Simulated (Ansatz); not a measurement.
The same path of CH$_{5}$B (7 atoms, charge 0, multiplicity 1) was run twice with different band settings. Lost on the way: B1–H2, B1–H3. Made: H2–H3.

Theory: RKS PBE0/def2-SVP in Ansatz.

Relaxed end points:

```xyz
7
Properties=species:S:1:pos:R:3
B 0.155 0.021 0.086
H 0.179 0.264 1.272
H 1.187 -0.328 -0.444
C -1.179 0.064 -0.709
H -1.583 -0.962 -0.563
H -1.943 0.745 -0.306
H -1.077 0.196 -1.796
```

```xyz
7
Properties=species:S:1:pos:R:3
B -0.654 -0.368 -0.205
H 2.143 0.041 1.081
H 2.828 0.253 1.344
C -1.915 -0.043 -1.020
H -2.615 -0.897 -0.996
H -2.414 0.847 -0.594
H -1.635 0.167 -2.069
```

Common settings: movable images 5; climbing image yes; spring 5.0 eV/Å²; optimiser quadratic models (default); start path through a guess of the saddle point; iteration limit 60; end points relaxed.

| run | force threshold |
| --- | --- |
| 1 | 0.03 eV/Å |
| 2 | 0.5 eV/Å |

**Question.** What does each run give, and how far can it be trusted?

**Answer.** Run 1: converged after 29 iterations, highest image 3.919 eV above the first end. Neighbouring images differ by up to 3.2 eV, so the band resolves the path poorly. A vibrational analysis at the climbing image gives one clearly imaginary mode, 560i cm⁻¹: a first-order saddle point.
Run 2: converged after 11 iterations, highest image 3.881 eV above the first end. The threshold of 0.5 eV/Å is loose, so the images may lie well off the minimum-energy path. Neighbouring images differ by up to 2.7 eV, so the band resolves the path poorly. The order of the stationary point at the top wasn't checked.
The orbitals stay closed-shell, which can raise the energy where a bond breaks towards radicals; this wasn't checked here.
